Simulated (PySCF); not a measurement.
PySCF input (PBE0/cc-pVTZ):

```python
import numpy as np, basis_set_exchange as bse
from pyscf import gto, scf, dft, df
from pyscf.prop.nmr import rks as nmr

basis = {'O': gto.basis.parse(bse.get_basis('cc-pVTZ', elements=['O'], fmt='nwchem'))}
mol = gto.M(
    atom='''
    O    -0.01015087    1.07558797   -0.21689088
    O     0.00927284    0.00110539    0.42846783
    O     0.00087803   -1.07669336   -0.21157695
    ''',
    basis=basis,
    charge=0,
    verbose=4,
    max_memory=1839,
)
mf = dft.RKS(mol, xc='pbe0')
mf.grids.level = 3
mf.conv_tol = 1e-9
mf.max_cycle = 100
print('smallest overlap eigenvalue', np.linalg.eigvalsh(mol.intor('int1e_ovlp'))[0])
mf.kernel()
dip = mf.dip_moment()
n = nmr.NMR(mf)
n.verbose = 2
n.max_cycle_cphf = 60
sigma = n.kernel()
for i, x in enumerate(sigma):
    print(mol.atom_symbol(i), i + 1, round(x.trace() / 3, 3))
```

Output:

```
PySCF version 2.14.0

[INPUT] verbose = 4
[INPUT] num. atoms = 3
[INPUT] num. electrons = 24
[INPUT] charge = 0
[INPUT] spin (= nelec alpha-beta = 2S) = 0
[INPUT] symmetry False subgroup None
[INPUT] Mole.unit = angstrom
[INPUT] Symbol           X                Y                Z      unit          X                Y                Z       unit  Magmom
[INPUT]  1 O     -0.010150870000   1.075587970000  -0.216890880000 AA   -0.019182364226   2.032566686177  -0.409864362116 Bohr   0.0
[INPUT]  2 O      0.009272840000   0.001105390000   0.428467830000 AA    0.017523127997   0.002088884361   0.809686851887 Bohr   0.0
[INPUT]  3 O      0.000878030000  -1.076693360000  -0.211576950000 AA    0.001659236229  -2.034655570538  -0.399822489771 Bohr   0.0

nuclear repulsion = 69.7697555574816
number of shells = 12
number of NR pGTOs = 126
number of NR cGTOs = 90
basis = {'O': [[0, [15330.0, 0.000508, 0.0, -0.000115, 0.0], [2299.0, 0.003929, 0.0, -0.000895, 0.0], [522.4, 0.020243, 0.0, -0.004636, 0.0], [147.3, 0.079181, 0.0, -0.018724, 0.0], [47.55, 0.230687, 0.0, -0.058463, 0.0], [16.76, 0.433118, 0.0, -0.136463, 0.0], [6.207, 0.35026, 0.0, -0.17574, 0.0], [1.752, 0.042728, 1.0, 0.160934, 0.0], [0.6882, -0.008154, 0.0, 0.603418, 0.0], [0.2384, 0.002381, 0.0, 0.378765, 1.0]], [1, [34.46, 0.0, 0.015928, 0.0], [7.749, 0.0, 0.09974, 0.0], [2.28, 0.0, 0.310492, 0.0], [0.7156, 1.0, 0.491026, 0.0], [0.214, 0.0, 0.336337, 1.0]], [2, [2.314, 1.0, 0.0], [0.645, 0.0, 1.0]], [3, [1.428, 1.0]]]}
ecp = {}
smallest overlap eigenvalue 0.0031597665893900173

******** <class 'pyscf.dft.rks.RKS'> ********
method = RKS
initial guess = minao
damping factor = 0
level_shift factor = 0
DIIS = <class 'pyscf.scf.diis.CDIIS'>
diis_start_cycle = 1
diis_space = 8
diis_damp = 0
SCF conv_tol = 1e-09
SCF conv_tol_grad = None
SCF max_cycles = 100
direct_scf = True
direct_scf_tol = 1e-13
XC library pyscf.dft.libxc version 7.1.2
    S. Lehtola, C. Steigemann, M. J. T. Oliveira, and M. A. L. Marques,  SoftwareX 7, 1–5 (2018)
XC functionals = pbe0
    C. Adamo and V. Barone,  J. Chem. Phys. 110, 6158 (1999)
    M. Ernzerhof and G. E. Scuseria,  J. Chem. Phys. 110, 5029 (1999)
radial grids:
    Treutler-Ahlrichs [JCP 102, 346 (1995); DOI:10.1063/1.469408] (M4) radial grids

becke partition: Becke, JCP 88, 2547 (1988); DOI:10.1063/1.454033
pruning grids: <function nwchem_prune>
grids dens level: 3
symmetrized grids: False
atomic radii adjust function: <function treutler_atomic_radii_adjust>
small_rho_cutoff = 0
Set gradient conv threshold to 3.16228e-05
Initial guess from minao.
tot grids = 42248
init E= -225.785285264793
  HOMO = -0.332042995475815  LUMO = -0.213667451384511  gap/eV = 3.22116
cycle= 1 E= -225.139540260713  delta_E= 0.646  |g|= 0.878  |ddm|= 3.24
  HOMO = -0.314017801051461  LUMO = -0.204553574585205  gap/eV = 2.97867
cycle= 2 E= -224.763677766419  delta_E= 0.376  |g|= 1.81  |ddm|= 2.25
  HOMO = -0.351242278999303  LUMO = -0.182263726036842  gap/eV = 4.59814
cycle= 3 E= -225.264336148923  delta_E= -0.501  |g|= 0.0655  |ddm|=  1.6
  HOMO = -0.35194360142965  LUMO = -0.178577403948085  gap/eV = 4.71753
cycle= 4 E= -225.264965578838  delta_E= -0.000629  |g|= 0.0162  |ddm|= 0.0599
  HOMO = -0.352354992875358  LUMO = -0.178122137869977  gap/eV = 4.74112
cycle= 5 E= -225.265001371835  delta_E= -3.58e-05  |g|= 0.00125  |ddm|= 0.014
  HOMO = -0.352109754759636  LUMO = -0.177852637788614  gap/eV = 4.74178
cycle= 6 E= -225.265001652539  delta_E= -2.81e-07  |g|= 0.000629  |ddm|= 0.00241
  HOMO = -0.352236926118703  LUMO = -0.177978638014006  gap/eV = 4.74181
cycle= 7 E= -225.265001705591  delta_E= -5.31e-08  |g|= 0.00024  |ddm|= 0.000885
  HOMO = -0.352230359734982  LUMO = -0.17797055987338  gap/eV = 4.74185
cycle= 8 E= -225.265001696317  delta_E= 9.27e-09  |g|= 0.000323  |ddm|= 0.000501
  HOMO = -0.352224932253909  LUMO = -0.177964005437753  gap/eV = 4.74188
cycle= 9 E= -225.265001716265  delta_E= -1.99e-08  |g|= 1.72e-05  |ddm|= 0.000316
  HOMO = -0.352225881967845  LUMO = -0.177964410458983  gap/eV = 4.74190
cycle= 10 E= -225.26500171631  delta_E= -4.48e-11  |g|= 7.76e-07  |ddm|= 1.69e-05
  HOMO = -0.352225825592484  LUMO = -0.17796442335445  gap/eV = 4.74189
Extra cycle  E= -225.265001716311  delta_E= -1.02e-12  |g|= 3.79e-07  |ddm|= 1.19e-06
converged SCF energy = -225.265001716311
Dipole moment(X, Y, Z, Debye):  0.01410,  0.00168,  0.65148
O 1 -1561.409
O 2 -1103.173
O 3 -1561.41
```
